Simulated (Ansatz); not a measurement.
# BH3 (borane) at MP2/6-31G(d) (spherical functions)

Aim: the vertical electron affinity of BH3 (borane) at MP2/6-31G* (spherical functions), from 2 runs. 

The calculation is run with Ansatz 0.2.0.

54 further runs of the same task are left out: 54 set aside as unsound or not needed.

## (1) The structure to begin with

BH3: 4 atoms, total charge 0, spin state singlet. As SMILES, `B`. The shape is that of a PBE0-D4/def2-TZVP optimisation.

Bond lengths: B1–H2 1.193 Å, B1–H3 1.193 Å, B1–H4 1.193 Å. Angles: H2–B1–H3 120.0°, H2–B1–H4 120.0°, H3–B1–H4 120.0°.

## (2) A single-point energy at MP2/6-31G(d) (spherical functions)

Contents of run.yaml:

```yaml
crystal:
  periodic: [false, false, false]
  atoms:
    - {symbol: B, position_ang: [0.013900, -0.015100, -0.005100]}
    - {symbol: H, position_ang: [0.982200, 0.381700, 0.568800]}
    - {symbol: H, position_ang: [-0.276200, -1.171800, 0.043000]}
    - {symbol: H, position_ang: [-0.664400, 0.744900, -0.626900]}
basis:
  gaussian: {orbitals: 6-31G_st_-spherical.json}
magnetization: {spin_polarized: false, initial_magnetization: 0}
correlation: {method: mp2, frozen_orbitals: {B: 1, H: 0}}
accuracy: high
```

The basis set 6-31G* is read from a file made from the Basis Set Exchange's data (not shown).

Launch:

```sh
$ ansatz run run.yaml --threads 1 --pin off --max-ram 2610MiB --events-out events.jsonl --progress --plain --runs-dir runs
```

Output:

```text
Warning: RAYON_NUM_THREADS=1 ignored (pool sized by the plan → 1); use --threads N
Functional definition: HF
  name "HF"
  exchange = exact_x
  correlation = 0
417 factors; integrals over basis functions are off by at most 2.5e-9 eV
mean field evaluation 1: about -717.7083 eV, gradient 9.4e0 eV
mean field evaluation 2: about -717.7074 eV, gradient 9.4e0 eV
mean field evaluation 4: about -718.0892 eV, gradient 2.2e-1 eV
mean field evaluation 8: about -718.0894 eV, gradient 2.9e-4 eV
mean field -718.08936759 eV, -26.3892975205 hartree, gradient 1.2e-8 eV, S^2 0.000000; 0 other end points of the search recorded, 0 dependent functions left out
1 core orbitals not correlated: weight in the atoms' cores, before any rotation towards them, 1.000 or more for the frozen orbitals, at most 0.000 for the correlated occupied ones
reference -718.08936759 eV, -26.3892975205 hartree; 3, 3 occupied and 16, 16 virtual orbitals, 417 factors
second order -2.01121431 eV of doubles, -0.00000000 eV of singles
Total energy: -720.10058190 eV, -26.4632082830 hartree
```

Run time: 0.1 s. Hardware: 1 thread of Arm Neoverse V1, shared host.

## (3) The doublet anion

Contents of input.yaml:

```yaml
crystal:
  periodic: [false, false, false]
  atoms:
    - symbol: B
      position_ang: [0.013900, -0.015100, -0.005100]
    - symbol: H
      position_ang: [0.982200, 0.381700, 0.568800]
    - symbol: H
      position_ang: [-0.276200, -1.171800, 0.043000]
    - symbol: H
      position_ang: [-0.664400, 0.744900, -0.626900]
basis:
  gaussian:
    orbitals: 6-31G_st_-spherical.json
total_charge: -1
magnetization:
  spin_polarized: true
  initial_magnetization: 1
correlation:
  method: mp2
  frozen_orbitals: {B: 1, H: 0}
accuracy: high
```

The basis set 6-31G* is read from a file made from the Basis Set Exchange's data (not shown).

Launch:

```sh
$ ansatz run input.yaml --threads 1 --pin off --max-ram 2610MiB --events-out events.jsonl --progress --plain --runs-dir runs
```

Output:

```text
Warning: RAYON_NUM_THREADS=1 ignored (pool sized by the plan → 1); use --threads N
[... 4 set-up lines as earlier in the session ...]
417 factors; integrals over basis functions are off by at most 2.5e-9 eV
mean field evaluation 1: about -715.7200 eV, gradient 8.5e0 eV
mean field evaluation 2: about -715.7197 eV, gradient 8.5e0 eV
mean field evaluation 4: about -716.4134 eV, gradient 6.5e-1 eV
mean field evaluation 8: about -716.4206 eV, gradient 1.6e-4 eV
mean field -716.42064476 eV, -26.3279730877 hartree, gradient 2.2e-8 eV, S^2 0.762777; 0 other end points of the search recorded, 0 dependent functions left out
1 core orbitals not correlated: weight in the atoms' cores, before any rotation towards them, 1.000 or more for the frozen orbitals, at most 0.000 for the correlated occupied ones
reference -716.42064476 eV, -26.3279730877 hartree; 4, 3 occupied and 15, 16 virtual orbitals, 417 factors
second order -2.28279001 eV of doubles, -0.00000000 eV of singles
Total energy: -718.70343478 eV, -26.4118640734 hartree
```

Wall time 0.12 s (1 thread of Arm Neoverse V1, shared host).

## (4) Outcome

At MP2/6-31G* (spherical functions), 1 core orbital frozen:

```
                                                 quantity         value
                                singlet BH3: total energy  -26.46321 Eh
  singlet BH3: correlation energy (1 core orbital frozen)     -73.9 mEh
                              doublet anion: total energy  -26.41186 Eh
doublet anion: correlation energy (1 core orbital frozen)     -83.9 mEh
         doublet anion: ⟨S²⟩ of the reference determinant         0.763
        vertical electron affinity (to the doublet anion)     -1.397 eV
```

**Reading.** The anion lies 1.40 eV (32 kcal/mol) above the neutral: the electron isn't bound at this level, and such a value depends on the basis. Without diffuse functions anions come out too high.
